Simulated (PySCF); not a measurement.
Estimate the missing entries of this data sheet.

Species: trifluorophosphine radical anion, PF₃ (charge -1 and doublet state).
SMILES with atom numbers: `[F:1][P-:2]([F:3])[F:4]`

```json
{"property": "point group", "level": "PBE0-D3(BJ)/def2-SVP", "value": "C2v"}
{"property": "rotational constants A, B, C", "level": "PBE0-D3(BJ)/def2-SVP", "value": "13.192, 4.254, 3.217 GHz"}
{"property": "isotropic g value", "level": "unrestricted B3LYP/IGLO-III, mean-field spin–orbit", "value": "?"}
{"property": "spin squared ⟨S²⟩", "level": "unrestricted B3LYP/IGLO-III", "value": "?"}
{"property": "largest isotropic hyperfine couplings (means over sets of like nuclei)", "level": "unrestricted B3LYP/IGLO-III, mean-field spin–orbit", "value": "?"}
```

Electronic properties: PySCF, gas phase, density fitting. Isolated species at its PBE0-D3(BJ)/def2-SVP geometry, gas phase. Whether the extra electron is bound in the gas phase wasn't checked; a finite basis holds it in any case. The geometry's basis has no diffuse functions, a weakness for an anion.

Q: The isotropic g value?

A: 2.00204.

Q: The largest isotropic hyperfine couplings (means over sets of like nuclei)?

A: 31P +146.3 (P2), 19F +92.4 (F1), 19F +30.3 (F3/F4) MHz.

Q: The spin squared ⟨S²⟩?

A: 0.757.

⟨S²⟩ is 0.007 above the pure-spin value S(S + 1) = 0.75. The rotational constants make it an asymmetric top with κ = (2B − A − C)/(A − C) = -0.79, nearer the prolate limit (−1). With B = h/(8π²I), that is 505.379 GHz u Å² over I, the principal moments of inertia are 38.3, 118.8 and 157.1 u Å² (most abundant isotopes); the inertial defect Ic − Ia − Ib is 0.0 u Å² (zero for a rigid planar frame, negative otherwise). At 9.50 GHz, hν = g·μB·B₀ (B₀ the magnetic field) puts the centre of the isotropic spectrum, to first order, at 339.0 mT.
